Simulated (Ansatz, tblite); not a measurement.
## A ladder of methods for Si2NH6 (SMILES N[SiH][SiH3])

Si2NH6: 9 atoms, total charge 0, spin state doublet. As SMILES, `N[SiH][SiH3]`. The shape is that of a PBE0-D4/def2-TZVP optimisation. This is one conformer, not always the lowest.

```xyz
9

N    -0.8001    0.8403   -1.4013
Si   -0.4126    0.9021    0.2789
Si    0.6278   -1.0770    0.9625
H    -1.3567    0.0899   -1.7777
H    -0.9209    1.6893   -1.9300
H     0.4616    2.1021    0.4482
H     1.9385   -1.3539    0.3072
H    -0.2824   -2.2170    0.6598
H     0.8333   -1.0219    2.4353
```

Quantity: the vertical ionisation energy (to the singlet cation), in eV. The values are calculated.

```csv
level,kind,program,value (eV),less CCSD(T)/6-311+G**,CPU time (all runs)
IPEA1-xTB,semi-empirical,tblite,10.92,+4.02,under 2 s
UHF/6-311+G**,Hartree–Fock,Ansatz,6.96,+0.06,6.5 s
USVWN5/6-311+G**,LDA,Ansatz,7.10,+0.20,7.1 s
UBLYP/6-311+G**,GGA,Ansatz,6.92,+0.02,12 s
U-r2SCAN/6-311+G**,meta-GGA,Ansatz,7.27,+0.37,21 s
UPBE0/6-311+G**,global hybrid,Ansatz,7.26,+0.36,14 s
UMP2/6-311+G**,perturbation theory,Ansatz,6.93,+0.03,6.6 s
UCCSD(T)/6-311+G**,coupled cluster or CI,Ansatz,6.90,0.00,73 s
```

Differences are taken from UCCSD(T)/6-311+G** for orientation; it has basis-set and higher-order errors of its own. The values span 6.90 to 10.92 eV. The xTB values lack the empirical shift that such differences need. CPU times are rough (shared hosts, several kinds of processor): they show what a rung costs within a factor of a few.
